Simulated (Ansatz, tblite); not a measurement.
Breaking a bond: Na2, singlet. Each curve is given relative to its own lowest point near equilibrium.

| R / Å | A | B | C |
|---|---|---|---|
| 2.52 | 9.1 | 3.2 | 11.8 |
| 2.65 | 5.0 | 0.4 | 7.1 |
| 2.74 | 3.0 | 0.0 | 4.6 |
| 2.92 | 0.7 | 1.5 | 1.4 |
| 3.01 | 0.2 | 3.0 | 0.6 |
| 3.10 | 0.0 | 4.8 | 0.1 |
| 3.17 | 0.0 | 6.4 | 0.0 |
| 3.25 | 0.2 | 8.3 | 0.1 |
| 3.45 | 1.2 | 13.4 | 1.2 |
| 3.55 | 1.9 | 16.0 | 2.1 |
| 3.88 | 4.4 | 22.6 | 6.3 |
| 4.16 | 6.4 | 28.9 | 10.6 |
| 4.63 | 9.1 | 40.3 | 18.1 |
| 5.10 | 10.9 | 50.2 | 25.2 |
| 5.60 | 12.0 | 58.6 | 31.5 |
| 6.26 | 12.7 | 66.5 | 37.8 |
| 6.86 | 13.0 | 71.1 | 41.4 |
| 7.50 | 13.2 | 74.2 | 43.4 |
| 8.36 | 13.3 | 76.7 | 43.6 |
| 9.44 | 13.3 | 78.1 | 40.7 |

Energies in mEh.

Task: Match the curves with the methods GFN2-xTB, 300 K electronic temperature (tblite); Ansatz (a program for electronic structure) with MP2 on RHF/aug-cc-pVQZ, frozen core; MP2 on UHF/aug-cc-pVQZ, frozen core (Ansatz).

Result: A is UMP2; B is GFN2-xTB; C is RMP2.

The restricted form behind RMP2 keeps the bonding electrons paired and can't separate into open-shell fragments. The T1 diagnostic of CCSD on the restricted reference of RMP2 exceeds 0.045 at 4.63 to 9.44 Å. The unrestricted determinant behind UMP2 is spin-contaminated at 2.52 to 9.44 Å (<S²> up to 1.0, against 0.00 for a pure singlet).
